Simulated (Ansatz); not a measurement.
Reaction: C2H2Cl (SMILES C=[C]Cl, doublet) → C2H2Cl (SMILES [H]/[C]=C\Cl, doublet)
Each species at its own B3LYP-D3(BJ)/def2-TZVP minimum (Ansatz, a quantum-chemistry and plane-wave program).

Property: isomerisation energy (electronic), in kcal/mol. Open shells are spin-unrestricted; no spin-orbit coupling. CBS(X,Y): correlation extrapolated as X^-3, Hartree-Fock from the larger set. A bracket is a step between two methods taken in the basis named. Functionals run without relativity, which enters their misses. Double hybrids freeze cores in their MP2 part. '+ core + X2C': CCSD(T) terms for core correlation (cc-pwCVTZ, 1s frozen past Ne) and scalar relativity (cc-pVTZ-DK). The UHF reference of C2H2Cl (C=[C]Cl, doublet) is spin-contaminated (<S^2> up to 0.21 over the pure value in the sets run). The UHF reference of C2H2Cl ([H]/[C]=C\Cl, doublet) is spin-contaminated (<S^2> up to 0.20 over the pure value in the sets run).

CCSD(T)/CBS(cc-pV(T+d)Z,cc-pV(Q+d)Z) + [CCSDT(Q) - CCSD(T)]/cc-pV(D+d)Z + core + X2C (Ansatz) gives 3.8 kcal/mol.

How far off this value is PBE/def2-TZVPD (Ansatz), in which direction, and how far these levels: B3LYP/def2-TZVPD, wB97M-V/def2-TZVPD, B2PLYP/def2-TZVPD, CCSD(T)/CBS(cc-pV(T+d)Z,cc-pV(Q+d)Z) + core + X2C?

PBE gives 5.1 kcal/mol, 1.3 kcal/mol above it. Differences of the others: B3LYP/def2-TZVPD (Ansatz) 0.5; wB97M-V/def2-TZVPD (Ansatz) -0.2; B2PLYP/def2-TZVPD (Ansatz) 0.4; CCSD(T)/CBS(cc-pV(T+d)Z,cc-pV(Q+d)Z) + core + X2C (Ansatz) -0.1 kcal/mol.
